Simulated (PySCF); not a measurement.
Species: anisole, C7H8O.
Bonds: C1–O2, O2–C3, C3–C4 (aromatic), C4–C5 (aromatic), C5–C6 (aromatic), C6–C7 (aromatic), C7–C8 (aromatic), C3–C8 (aromatic). Hydrogens: H9, H10, H11 on C1; H12 on C4; H13 on C5; H14 on C6; H15 on C7; H16 on C8.

Computed with PySCF at PBE0/pcSseg-1 and CAM-B3LYP/def2-SVPD, non-relativistic, on one gas-phase PBE0-D3(BJ)/def2-SVP geometry that isn't relaxed in the solvent. The solvent is an IEF-PCM continuum (Bondi radii, 1.10 Å for H, scaled by 1.2). Only the electrostatic response of the medium enters.

Gas phase at PBE0/pcSseg-1: HOMO -6.42 eV, LUMO -0.19 eV, dipole 1.42 D.

Task: What does the continuum do to the energy, the frontier levels and the dipole at PBE0/pcSseg-1 in cyclohexane, chloroform and dichloromethane?

Result: 
```csv
solvent,ε,E(solvent) − E(gas) (kcal/mol),polarisation term (kcal/mol),distortion of the solute (kcal/mol),HOMO (eV),LUMO (eV),dipole (D)
cyclohexane,2.017,-1.71,-1.79,0.08,-6.45,-0.22,1.58
chloroform,4.711,-3.18,-3.48,0.30,-6.49,-0.27,1.73
dichloromethane,8.93,-3.85,-4.30,0.45,-6.52,-0.29,1.80
```

The first energy column is the sum of the next two and covers electrostatics alone. From cyclohexane to dichloromethane the lowering changes by a factor 2.26, Onsager's factor (ε − 1)/(2ε + 1) by 2.08 and ε itself by 4.4.

Task: Which radius a makes the point-dipole formula ΔE = −[(ε − 1)/(2ε + 1)]·μ²/a³ give the value in dichloromethane, with the gas-phase dipole?

Result: μ = 0.557 au and |ΔE| = 0.00614 Eh give a = 1.47 Å; the farthest nucleus lies 3.65 Å from the centroid of the nuclei, so such a sphere wouldn't even hold the nuclei. The formula assumes a rigid point dipole at the centre of a sphere.

Task: Which Hirshfeld charges (PBE0/pcSseg-1) respond most in chloroform (means over atoms taken as equivalent)?

Result: 
| atoms | environment | gas (e) | solvent (e) | change |
| --- | --- | --- | --- | --- |
| O2 | aryl ether oxygen | -0.106 | -0.115 | -0.009 |
| C3 | aromatic carbon bearing oxygen | +0.074 | +0.068 | -0.006 |
| C6 | aromatic CH carbon | -0.067 | -0.072 | -0.005 |
| H13/H15 | aromatic hydrogen | +0.050 | +0.055 | +0.005 |
| H9/H10/H11 | methyl hydrogen | +0.047 | +0.052 | +0.005 |
| C5/C7 | aromatic CH carbon | -0.049 | -0.053 | -0.004 |
| H12/H16 | aromatic hydrogen | +0.046 | +0.050 | +0.004 |
| C4/C8 | aromatic CH carbon | -0.076 | -0.080 | -0.004 |
| H14 | aromatic hydrogen | +0.047 | +0.051 | +0.004 |
| C1 | methoxy carbon | -0.030 | -0.030 | 0.000 |

Task: Which Mayer bond orders change most in chloroform?

Result: 
| bond | length (Å) | gas | solvent | change |
| --- | --- | --- | --- | --- |
| C1–O2 | 1.398 | 0.917 | 0.904 | -0.013 |
| C3–C4 | 1.402 | 1.375 | 1.369 | -0.006 |
| C6–C7 | 1.391 | 1.454 | 1.448 | -0.006 |
| O2–C3 | 1.349 | 1.013 | 1.015 | +0.002 |
| C5–C6 | 1.398 | 1.403 | 1.401 | -0.002 |
| C1–H9 | 1.098 | 0.969 | 0.967 | -0.002 |
| C8–H16 | 1.090 | 0.947 | 0.945 | -0.002 |
| C8–C3 | 1.400 | 1.361 | 1.362 | +0.001 |

Task: How do the nuclear quadrupole coupling constants eQVzz/h respond in chloroform?

Result: 
```json
{"nucleus": "17O at O2", "Q (barn)": "-0.0256", "gas (MHz)": "-11.62", "solvent (MHz)": "-11.48", "η gas": "0.66", "η solvent": "0.65"}
```

Gas phase at CAM-B3LYP/def2-SVPD: HOMO -7.64 eV, LUMO 0.82 eV, dipole 1.30 D.

Task: What does the continuum do to the energy, the frontier levels and the dipole at CAM-B3LYP/def2-SVPD in cyclohexane and chloroform?

Result: 
| solvent | ε | E(solvent) − E(gas) (kcal/mol) | polarisation term (kcal/mol) | distortion of the solute (kcal/mol) | HOMO (eV) | LUMO (eV) | dipole (D) |
| --- | --- | --- | --- | --- | --- | --- | --- |
| cyclohexane | 2.017 | -1.52 | -1.61 | 0.09 | -7.65 | 0.81 | 1.47 |
| chloroform | 4.711 | -2.84 | -3.16 | 0.32 | -7.69 | 0.78 | 1.63 |

Task: How does the static polarisability (CAM-B3LYP/def2-SVPD, frozen core, with the continuum's full static response) change?

Result: 
```json
{"medium": "gas", "isotropic (au)": "85.8", "principal values (au)": "54.5, 90.7, 112.2", "⟨r²⟩ of the electrons (bohr²)": "979.1"}
{"medium": "cyclohexane", "isotropic (au)": "97.3", "principal values (au)": "60.8, 104.4, 126.8", "⟨r²⟩ of the electrons (bohr²)": "978.5"}
{"medium": "chloroform", "isotropic (au)": "108.2", "principal values (au)": "68.0, 117.4, 139.2", "⟨r²⟩ of the electrons (bohr²)": "977.9"}
```

The isotropic value in chloroform is 1.26 times the gas-phase one; no cavity-field correction is applied. ⟨r²⟩ is taken about the centre of nuclear charge.

Time: 26 s wall; peak memory 0.89 GiB. Hardware: one thread, Intel Xeon Platinum 8488C (x86_64), shared host with 96 logical CPUs at a one-minute load of 54. This is the whole shielding run at PBE0/pcSseg-1 in dichloromethane, SCF included.

Conformer computed: `[CH3:1][O:2][c:3]1[cH:4][cH:5][cH:6][cH:7][cH:8]1`: C1–O2–C3–C4 180°.
